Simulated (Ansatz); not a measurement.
The input, for Ansatz 0.2.0:

```yaml
crystal:
  periodic: [false, false, false]
  atoms:
    - {symbol: C, position_ang: [0.000000, 0.000000, 0.881175]}
    - {symbol: B, position_ang: [0.000000, 0.000000, -0.506625]}
    - {symbol: P, position_ang: [0.000000, 0.000000, -2.326225]}
    - {symbol: H, position_ang: [0.000000, 0.000000, 1.951675]}
basis:
  gaussian: {orbitals: cc-pVDZ}
magnetization: {spin_polarized: false, initial_magnetization: 5}
hamiltonian: {xc: hf}
scf: {lower_state_search: full}
output: {forces: true, orbitals: {seedname: orbitals}}
```

```sh
$ ansatz run in.yaml --threads 1 --pin off --events-out ev --progress --plain --max-ram 2393MiB
```

Log:

```
502 factors; integrals over basis functions are off by at most 1.4e-3 eV
mean field evaluation 1: about -10981.2747 eV, gradient 1.4e1 eV
mean field evaluation 2: about -10981.2774 eV, gradient 1.4e1 eV
mean field evaluation 4: about -10982.2623 eV, gradient 8.2e-1 eV
mean field evaluation 8: about -10982.2656 eV, gradient 1.8e-4 eV
mean field evaluation 16: about -10982.0705 eV, gradient 1.7e0 eV
mean field evaluation 32: about -10979.9372 eV, gradient 2.1e0 eV
mean field evaluation 64: about -10861.9509 eV, gradient 2.4e2 eV
mean field evaluation 96: about -10874.0712 eV, gradient 2.4e2 eV
mean field evaluation 128: about -10835.0440 eV, gradient 2.5e2 eV
mean field evaluation 160: about -10904.0201 eV, gradient 1.3e2 eV
mean field evaluation 192: about -10981.6235 eV, gradient 8.2e0 eV
mean field evaluation 224: about -10979.8703 eV, gradient 2.1e-1 eV
mean field evaluation 256: about -10979.8715 eV, gradient 1.6e-4 eV
mean field evaluation 288: about -10979.7494 eV, gradient 2.4e0 eV
mean field -10982.26560701 eV, -403.5908170107 hartree, gradient 7.2e-6 eV, S^2 8.750000; 8 other end points of the search recorded, 0 dependent functions left out
the calculation of the forces begins
reference -10982.26560701 eV, -403.5908170107 hartree; 16, 11 occupied and 35, 40 virtual orbitals, 502 factors
Total energy: -10982.26560701 eV, -403.5908170107 hartree
Atom 0 at     0.000000     0.000000     0.881175 Å, force     0.000000    -0.000000     7.865073 eV/Å
Atom 1 at     0.000000     0.000000    -0.506625 Å, force     0.000000     0.000000    -4.490205 eV/Å
Atom 2 at     0.000000     0.000000    -2.326225 Å, force    -0.000000    -0.000000    -3.141835 eV/Å
Atom 3 at     0.000000     0.000000     1.951675 Å, force    -0.000000     0.000000    -0.233033 eV/Å
Dipole moment:     0.000000    -0.000000     0.478844 e Å
```

Forces (eV/Å):
```
C    0.000  0.000  7.865
B    0.000  0.000 -4.490
P    0.000  0.000 -3.142
H    0.000  0.000 -0.233
```

Ran on 1 thread of Arm Neoverse V1, shared host: 2.2 s wall, 0.07 GiB peak host memory.
